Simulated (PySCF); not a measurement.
# methylcyclopropane (C1C(C)C1, C4H8)

Cartesian coordinates in Å; atom numbers follow the order of the lines, from 1:
```xyz
12

C     1.450    0.244    0.060
C     0.119   -0.149   -0.512
C    -0.898   -0.822    0.356
C    -1.120    0.587   -0.110
H     2.138   -0.606    0.090
H     1.337    0.615    1.082
H     1.921    1.036   -0.530
H     0.148   -0.485   -1.545
H    -1.511   -1.605   -0.072
H    -0.643   -0.974    1.398
H    -1.885    0.765   -0.856
H    -1.015    1.382    0.620
```

Computed, not measured: TDDFT CAM-B3LYP/def2-TZVPD excited states, vertical, gas phase in PySCF 2.14.0. Geometry: PBE0-D3(BJ)/def2-TZVP.

Singlets 5 and 6 lie within 0.01 eV of each other, so their separate moments and overlaps can depend on how they mix.

Task: Give the one- and two-photon strengths of the lowest singlets.

Result: δ for parallel linear polarisation; σ at the peak of a Lorentzian of half width 0.1 eV, single beam; Ω is circular over linear.
| state | E (eV) | f | photon λ (nm) | δ (au) | σ (GM) | Ω | main |
| --- | --- | --- | --- | --- | --- | --- | --- |
| S1 | 7.47 | 0.008 | 332 | 6.18 | 0.13 | 1.50 | HOMO→LUMO 0.86, HOMO→LUMO+1 0.10 |
| S2 | 7.74 | 0.006 | 320 | 25 | 0.55 | 1.50 | HOMO−1→LUMO 0.81, HOMO−1→LUMO+3 0.08 |
| S3 | 7.92 | 0.014 | 313 | 11.7 | 0.27 | 1.50 | HOMO→LUMO+1 0.84, HOMO→LUMO 0.09 |
| S4 | 8.13 | 0.013 | 305 | 97.3 | 2.35 | 0.21 | HOMO→LUMO+2 0.88 |
| S5 | 8.15 | 0.000 | 304 | 63.7 | 1.55 | 1.50 | HOMO→LUMO+3 0.89 |
| S6 | 8.16 | 0.009 | 304 | 13.2 | 0.32 | 0.95 | HOMO−1→LUMO+1 0.81 |

Among these, the strongest one-photon state is S3, the strongest two-photon state S4, with a dipole change of 2.2 D (relaxed, norm of the difference vector).
